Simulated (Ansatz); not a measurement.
## Isomers of C3H7FO

2 of its isomers, all singlets with charge 0: A = `COC(C)F`; B = `CCOCF`.

Shapes, held fixed at every level: PBE0-D4/def2-TZVP. Flexible molecules stand in one conformer, not always the lowest. Programs: Ansatz 0.2.0.

A:

```xyz
12

C    -1.7820    0.5518   -0.0213
O    -0.4319    0.5592   -0.4342
C     0.3704   -0.3044    0.2629
C     1.7341   -0.3350   -0.3603
F     0.4870    0.1242    1.5834
H    -2.3262    1.2026   -0.7041
H    -2.2025   -0.4603   -0.0769
H    -1.8875    0.9274    0.9999
H    -0.0918   -1.3015    0.3279
H     2.1453    0.6751   -0.3812
H     1.6677   -0.7134   -1.3810
H     2.3941   -0.9808    0.2189
```

B:

```xyz
12

C    -0.9227    1.2658    0.8671
C     0.0962    0.5566    0.0157
O    -0.1621   -0.8399    0.0774
C     0.6236   -1.5921   -0.7412
F     1.9306   -1.6372   -0.2862
H    -0.8548    0.9319    1.9040
H    -1.9342    1.0682    0.5074
H    -0.7494    2.3436    0.8406
H     1.1121    0.7582    0.3711
H     0.0338    0.8865   -1.0311
H     0.6690   -1.1848   -1.7610
H     0.2349   -2.6119   -0.7299
```

Electronic energies in kJ/mol, without zero-point or thermal terms.

Question: From chemical knowledge, estimate the order of stability.

Answer: A < B in rising energy, over a span of 13 kJ/mol, by CCSD(T)/CBS estimate. All levels agree on that. The B − A difference spans +12.5 to +15.5 kJ/mol over the levels. The CBS estimate extrapolates MP2 from def2-TZVPP and def2-QZVPP and adds CCSD(T) − MP2 in the triple-zeta set, cores frozen.

```
               level                   kind  B − A
    SPW92/def2-TZVPP                    LDA  +15.5
r2SCAN-D4/def2-TZVPP               meta-GGA  +15.0
        MP2/def2-SVP    perturbation theory  +15.2
       CCSD/def2-SVP  coupled cluster or CI  +14.7
  CCSD(T)/def2-TZVPP  coupled cluster or CI  +12.8
     CCSD/def2-TZVPP  coupled cluster or CI  +12.5
CCSD(T)/CBS estimate  coupled cluster or CI  +13.4
```
